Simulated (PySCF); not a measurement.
Computed with PySCF and rigid-rotor harmonic-oscillator thermochemistry at 1 bar. Table values come from the NASA 1993 polynomials. 6-31G* has spherical d functions here. All species are closed-shell singlets. B3LYP is the form with VWN-RPA correlation. The harmonic model lacks anharmonicity and excited electronic states, which grow with temperature; levels with a mode under 35 cm⁻¹ are left out.

Harmonic frequencies at B3LYP/6-31G* (cm⁻¹): 916, 916, 916, 974, 974, 2255, 2268, 2268, 2268. Point group Td; S°(298 K) = 204.7 J/mol/K at this level.

Work out Cp and S° of gaseous SiH4 at 500, 800, 1200, 1600, 2000 K from these, and set them beside the table.


```tsv
T (K)	Cp B3LYP/6-31G*	Cp table	S° B3LYP/6-31G*	S° table
500	58.7	59.1	230.7	230.8
800	75.9	76.7	262.3	262.7
1200	89.3	89.6	296.0	296.6
1600	96.2	96.7	322.7	323.4
2000	100.1	100.8	344.6	345.5
```
Units J/mol/K.
